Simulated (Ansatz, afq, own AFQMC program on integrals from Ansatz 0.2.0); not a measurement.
Integrals from Ansatz 0.2.0, then the random walk in our own AFQMC program (afq).

```yaml
crystal:
  periodic: [false, false, false]
  atoms:
    - {symbol: N, position_ang: [-1.818231, -0.010862, -0.016905]}
    - {symbol: H, position_ang: [-2.115511, 0.956972, -0.016905]}
    - {symbol: H, position_ang: [-2.115510, -0.413161, 0.863355]}
    - {symbol: H, position_ang: [-0.497231, -0.010861, -0.016905]}
    - {symbol: Cl, position_ang: [0.852769, -0.010861, -0.016905]}
basis:
  gaussian: {orbitals: cc-pVTZ}
magnetization: {spin_polarized: true, initial_magnetization: 1}
correlation: {method: ccsd_t, electrons: outside_noble_gas, hamiltonian_folder: ham}
```

```sh
$ ansatz run in.yaml --threads 1 --pin off --events-out ev --progress --plain --max-ram 16896MiB --backend cuda --devices 0, --max-vram 18GiB
```

Options of the walk:

```
--method phaseless --trial cisd --walkers 900 --populations 20 --least-time 60 --time-step 0.005 --steps-per-block 50 --equilibration-blocks 28 --max-blocks 4000 --target-error 0.00023 --factor-cut 1e-05 --start spin_pure --seed 4330 --release-times 0.24,0.51,0.99,1.5 --release-step 0.03 --release-every 4 --taylor-order 6
```

Times are imaginary, in 1/Eh. The walk had a cap of 169 s. With eight or more populations the least sampling time is a fifth of least-time, and the error comes from their spread.

afq prints:

```
orbitals 100  electrons 8 7  factors 605 of 611
reference energy -515.67280195 Eh
CCSD correlation -0.43768104 Eh in 17 cycles, weight of the determinant in the CISD state 0.8560
energy of the start -516.109680 Eh
 block  time / (1/Eh)  mean weight  energy / Eh
     1     0.250  0.9997  -516.103751
     2     0.500  0.9997  -516.110732
     3     0.750  0.9991  -516.115911
     4     1.000  1.0015  -516.120908
     5     1.250  1.0005  -516.123481
     7     1.750  0.9995  -516.123413
     9     2.250  1.0005  -516.127363
    13     3.250  0.9991  -516.126543
    21     5.250  0.9991  -516.128490
    29     7.250  1.0000  -516.129774
    37     9.250  1.0009  -516.126318
    45    11.250  0.9994  -516.128168
    49    12.250  1.0006  -516.133439
    53    13.250  0.9991  -516.127823
    61    15.250  1.0008  -516.128275
    69    17.250  1.0004  -516.126345
    77    19.250  0.9998  -516.128443
    85    21.250  0.9994  -516.124768
    93    23.250  1.0009  -516.127244
   101    25.250  1.0001  -516.127151
   109    27.250  1.0002  -516.127788
   117    29.250  0.9999  -516.127115
   125    31.250  1.0004  -516.128229
   133    33.250  1.0014  -516.127259
   141    35.250  1.0005  -516.127331
   149    37.250  1.0001  -516.126886
   157    39.250  0.9998  -516.124479
   165    41.250  0.9999  -516.126512
   173    43.250  0.9997  -516.128321
   181    45.250  0.9989  -516.126032
   185    46.250  1.0011  -516.126980
error from the spread of 20 populations
released: time / (1/Eh)  energy / Eh  error  mean overlap
  0.24  -516.128364  0.000376  0.9975
  0.51  -516.127995  0.000309  0.9952
  0.99  -516.128245  0.000343  0.9948
  1.50  -516.129095  0.000419  0.9752
energy -516.127820 +/- 0.000221 Eh
(rows thinned)
```

The run passed its tests (sampling time, drift between the halves within three errors, error under three times the target), which doesn't prove that it has relaxed.

Against this walk (error 6.0 meV) on the same determinant: CCSD(T) 37.2 meV higher. The error is statistical and leaves out the bias of the constraint. None of these is a sure reference here. The released energies are still falling (meV from the phaseless value at times in 1/Eh: -15 ± 10 at 0.24, -5 ± 8 at 0.51, -12 ± 9 at 0.99, -35 ± 11 at 1.50), so they give no level.

Cautions: constraint bias not in the error.

The walk took 2.5 min on 1 × NVIDIA H100 80GB HBM3 with 2 threads of AMD EPYC 7R13 Processor (Zen 3), on a shared host (the card was shared). The log's last line is the phaseless energy.

A walk keeps the symmetry of its determinant, which the program's search chose and which needn't be the lowest solution, so a lower state of the same spin and another symmetry isn't excluded.
